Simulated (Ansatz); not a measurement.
Li₂H₄⁻, relaxed as a doublet with UKS r2SCAN-D4/def2-TZVPD in Ansatz, starting from the GFN1-xTB geometry. Force threshold 0.02 eV/Å.

The highest occupied level of the charge -1 doublet lies above zero (up to 0.39 eV). By energy differences its removal costs 2.21 eV (vertical, to the charge 0 singlet, at r2SCAN-D4/def2-TZVPD); a positive level beside a positive removal energy at the same level points to self-interaction error. In the doublet, H5 and H6 lie 0.96 Å apart (atoms count from 1), so these atoms are partly bonded to each other. The structure comes from a short search, and lower isomers may exist.

Start:

```xyz
6

Li    0.8769    0.6531    0.2527
Li   -0.8648   -0.6139    0.1882
H    -1.4606   -0.4122   -1.2436
H     1.5407    0.2574   -1.1130
H     0.6215   -0.9298    1.0581
H    -0.7138    1.0454    0.8576
```

```tsv
step	energy (eV)	largest force component (eV/Å)	SCF passes
1	-470.8834	0.783	32
2	-471.0639	0.251	36
3	-471.1353	0.135	39
4	-471.1963	0.222	39
5	-471.3178	0.212	42
6	-471.5053	0.260	39
7	-471.6839	0.291	32
8	-471.8177	0.143	37
9	-471.8594	0.197	32
10	-471.8790	0.289	32
11	-471.9055	0.113	31
12	-471.9314	0.102	33
13	-471.9338	0.061	33
14	-471.9439	0.111	31
15	-471.9465	0.018	34
16	-471.9478	0.021	35
17	-471.9485	0.024	34
18	-471.9489	0.013	34
19	-471.9493	0.013	34
20	-471.9496	0.009	34
```

Force components are those of the run's own axes.

End:

```xyz
6

Li    1.686    0.589    0.074
Li   -1.686   -0.581   -0.103
H    -3.260   -1.130   -0.271
H     3.276    1.113    0.047
H     0.143   -0.447    0.178
H    -0.160    0.456    0.074
```

By distances, no bond broke or formed, bridged metal pairs apart. The bond that changes most is Li2–H3, from 1.56 to 1.68 Å (atoms count from 1). A close non-bonded pair moves further: H5–H6, from 2.39 to 0.96 Å. Metal–metal contacts that move far: Li1–Li2 2.15 to 3.57 Å.

The force fell under the threshold at step 15, but the optimiser went on and released 0.003 eV more. No frequencies were taken in this run, so the end may be a saddle point.

Run time 17 s (4 threads of Arm Neoverse V2 on a shared host).
